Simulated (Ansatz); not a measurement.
**C (P6₃/mmc, No. 194, 4 atoms in the cell; start mp-47)**

These are PBE-D3(BJ) (PAW; Ansatz, an electronic-structure program) values and carry that method's errors.

Settings: plane-wave cutoff 500 eV, 18×18×10 k mesh (along the axes of the cell as run), Fermi–Dirac smearing 0.05 eV, scalar-relativistic PAW data made under PBE.

Cell (relaxed at this level):

```cif
data_C4
_chemical_formula_sum 'C4'
_space_group_name_H-M_alt 'P63/mmc'
_space_group_IT_number 194
_space_group_name_Hall '-P 6c 2c'
_cell_length_a 2.50126
_cell_length_b 2.50126
_cell_length_c 4.16337
_cell_angle_alpha 90.000
_cell_angle_beta 90.000
_cell_angle_gamma 120.000
loop_
_atom_site_label
_atom_site_type_symbol
_atom_site_symmetry_multiplicity
_atom_site_Wyckoff_symbol
_atom_site_fract_x
_atom_site_fract_y
_atom_site_fract_z
_atom_site_occupancy
C1 C 4 f 0.33333 0.66667 0.06277 1
```

```json
{
 "band_gap": "3.31 eV (on the SCF k mesh)"
}
```

Note: the relaxation could not lower the start's symmetry, so the cell can be a saddle point above a distorted one.

Computed values are for the static lattice.

A start named mp-… is a Materials Project structure, which need not be a measured phase.
